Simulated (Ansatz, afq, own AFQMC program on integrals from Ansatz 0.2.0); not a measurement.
## Ge2H2, singlet: AFQMC among the cluster methods

```xyz
4

Ge    0.0000    0.0000    1.4838
Ge    0.0000    0.0000   -6.2102
H     0.0000    1.2621    2.3632
H     0.0000   -1.2621    2.3632
```

Connectivity, by distances: GeH2 ··· Ge.

Basis cc-pVDZ. Noble-gas cores (and the filled d shells of Ga–Kr and In–Xe) are frozen. Integrals, coupled cluster, full CI and functionals: Ansatz 0.2.0; the random walks run on the same integrals in our own AFQMC program. ph-AFQMC/CISD is guided by a CISD state made of CCSD amplitudes; releasing the constraint for a short imaginary time cuts its bias at the price of noise, slowly where states lie close. Error bars are statistical, one sigma. No spin–orbit coupling.

Determinant: RHF, the one that the program's search chose, which needn't be the lowest solution. The geometry is a point of a scan.

No full CI on the walks' own integrals is used here; CCSDT(Q) serves as the reference and is uncertain by about the last step of the cluster series.

Cautions: no relativity below Rb; no spin-orbit coupling; inner d shell frozen; higher spins were not checked; restricted determinant unstable towards unrestricted (UHF 1.47 eV lower, ⟨S²⟩ 2.01); strong correlation (T1 0.011, weight of the determinant 0.71, largest double 0.35); the ph-AFQMC/HF walk drifts between its halves (2.5 errors); CCSDT(Q) on the UHF determinant differs (1.02 eV lower), perhaps since the unrestricted series falls towards higher spin.

The T1 diagnostic is 0.0113, the weight of the determinant in the CISD state is 0.711 and the size of the correlated space is 10 electrons in 36 orbitals.

Reference: CCSDT(Q), correlation energy -5.251 eV. The released energy is read at 2.40 1/Eh (meV from the phaseless value at times in 1/Eh: 6 ± 25 at 0.24, -5 ± 27 at 0.51, -26 ± 29 at 0.99, -20 ± 41 at 1.62, -44 ± 56 at 2.40).

```tsv
level	E − E(reference) (meV)	share of correlation (%)
HF	5251.1	0.00
MP2	1649.0	68.60
CCSD	183.3	96.51
CCSD(T)	61.8	98.82
CCSDT	35.6	99.32
ph-AFQMC/HF	1.8 ± 58.1	99.97
ph-AFQMC/CISD	5.2 ± 29.7	99.90
released AFQMC	-39.0 ± 55.8	100.74
```

A walk keeps the symmetry of its determinant, which the program's search chose and which needn't be the lowest solution, so a lower state of the same spin and another symmetry isn't excluded. Released energies are given only where the last usable release times agree within the noise; a slower fall can still hide under it.
